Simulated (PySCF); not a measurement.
How well do the runs reproduce experiment for chloroform?

**Measured values to compare with.**

From NIST CCCBDB Release 22 (SRD 101), experimental dipoles, for the gas: dipole moment (microwave Stark effect, vibrational ground state) 1.04 ± 0.02 D.

NIST CCCBDB Release 22 (SRD 101), experimental polarizabilities lists, for the gas: mean polarisability 8.129 Å³.

Wang, Chong, Molecules 2025, 30, 2887 (The role of exchange energy in modeling core-electron binding energies of strongly polar bonds) lists, for the gas: C 1s binding energy of C2 295.14 eV.

From Thomas, Saethre, Boerve, Bozek, Huttula, Kukk, J. Phys. Chem. A 2004, 108, 4983 (carbon 1s photoelectron spectroscopy of halomethanes), for the gas: C 1s binding energy of C2 295.16 eV.

The results are set against them at the end.

Chloroform, CHCl3.
Numbering: `[Cl:1][CH:2]([Cl:3])[Cl:4]` (hydrogens: H5 on C2)

Structure used (GFN2-xTB), in Å, numbered top down from 1:
```xyz
5
CHCl3 angstrom
Cl    -0.6063    1.5492   -0.4907
C     -0.0064    0.0005    0.1189
Cl    -0.9875   -1.3275   -0.5167
Cl     1.6891   -0.2202   -0.3364
H     -0.0803    0.0008    1.2077
```

The PySCF runs (gas phase, on this GFN2-xTB geometry; non-relativistic but for the core-level run):

```csv
level,job,basis functions,wall time
PBE0/pcSseg-1,"shieldings, charges and field gradients",94,4.5 s
wB97X-D/def2-SVPD,"8 singlets by full TDDFT, 3 Tamm–Dancoff triplets, polarisability",109,7.7 s
"delta-SCF UKS SCAN, pcX-2 on the ionised atom, pcseg-1 elsewhere, spin-free X2C","ΔSCF core ionisation, 3 holes",115,7.6 s
```

Hardware: one thread, Arm Neoverse V1, shared host.

## Comparison

**Dipole moment.** Measured: 1.04 D (NIST CCCBDB Release 22 (SRD 101), experimental dipoles).

```json
{"level": "PBE0/pcSseg-1", "computed (D)": "1.24", "computed − measured (D)": "+0.20", "% (from the printed values)": "+19"}
{"level": "wB97X-D/def2-SVPD", "computed (D)": "1.14", "computed − measured (D)": "+0.10", "% (from the printed values)": "+10"}
```

Closest is wB97X-D/def2-SVPD (+0.10 D), furthest PBE0/pcSseg-1 (+0.20 D); one molecule doesn't rank methods. The computed dipoles belong to one fixed geometry; measured ones are averaged over vibrations unless marked μe. Magnitudes are compared, not signs.

**Mean polarisability.** Measured: 8.129 Å³ (NIST CCCBDB Release 22 (SRD 101), experimental polarizabilities).

```json
{"level": "wB97X-D/def2-SVPD", "computed (Å³)": "8.165", "computed − measured (Å³)": "+0.036", "% (from the printed values)": "0"}
```

The computed values are static and purely electronic, with core orbitals frozen in the response (1 au = 0.148185 Å³). The table of measured values doesn't say here whether a value is static or optical, or holds a vibrational part.

**Core binding energies.** PySCF, delta-SCF UKS SCAN, pcX-2 on the ionised atom, pcseg-1 elsewhere, spin-free X2C.

```json
{"level and atom": "C 1s, C2", "computed (eV)": "295.62", "measured (eV)": "295.14 and 295.16", "computed − measured (eV)": "+0.48"}
```

Sources, in the order of the opening: Wang, Chong, Molecules 2025, 30, 2887 (The role of exchange energy in modeling core-electron binding energies of strongly polar bonds); Thomas, Saethre, Boerve, Bozek, Huttula, Kukk, J. Phys. Chem. A 2004, 108, 4983 (carbon 1s photoelectron spectroscopy of halomethanes). The computed values are vertical, without vibrational structure; measured positions hang on the energy calibration. 

No measured geometry was used, and the causes of the misses weren't examined.
